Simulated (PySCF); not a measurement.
Core-level binding energies of `N[BH2-][NH3+]`

Compound: BH7N2.
Geometry (PBE0-D3(BJ)/def2-SVP, Å), atoms numbered from 1 in this order:
```xyz
10
BH7N2 angstrom
N     -1.3325   -0.3956   -0.0129
B     -0.1809    0.5042   -0.3027
N      1.1705   -0.2730    0.3396
H     -1.8023   -0.7806   -0.8240
H     -2.0381   -0.0177    0.6085
H      0.1231    0.6170   -1.4915
H     -0.1761    1.5786    0.3007
H      1.2694   -1.1903   -0.0967
H      1.0254   -0.4288    1.3377
H      2.0347    0.2534    0.2070
```

Theory: PySCF, delta-SCF UKS SCAN, pcX-2 on the ionised atom, pcseg-1 elsewhere, spin-free X2C. Binding energies are ΔSCF values: E(core-ionised, relaxed orbitals) − E(ground state) at a fixed geometry, referred to the vacuum level.

Question: List the computed XPS lines with their assignment.

Answer: 
| atom(s) | environment | level | binding energy (eV) | above the level's lowest (eV) | count |
| --- | --- | --- | --- | --- | --- |
| N1 | boron-bound nitrogen | N 1s | 403.52 | 0.00 | 1 |
| B2 | four-coordinate boron | B 1s | 194.44 | 0.00 | 1 |
| N3 | nitrogen bonded to B and 3 H | N 1s | 407.41 | +3.89 | 1 |

Lowest listed N 1s: N1, bonded to 2 H and B. Highest, 3.89 eV above it: N3, bonded to 3 H and B. Summing the Pauling electronegativity differences to the bonded atoms, each weighted by its formal bond order, gives -2.68 for the lowest site and -3.52 for the highest; the largest sum, -2.68, belongs to N1, 3.89 eV below the top. The smallest sum, -3.52, belongs to N3, 3.89 eV above the lowest.

Question: Which photon energy gives electrons from B 1s of B2 a kinetic energy of 100 eV, and what is their de Broglie wavelength?

Answer: hν = 194.44 + 100 = 294.44 eV, recoil neglected; λ = 12.264 Å/√(E/eV) = 1.23 Å.

The structure is a single PBE0-D3(BJ)/def2-SVP conformer in the gas phase; no vibrational or solvent corrections.

On one thread, x86-64 server, on a shared host, this took 12 s wall, 8.7 s CPU.
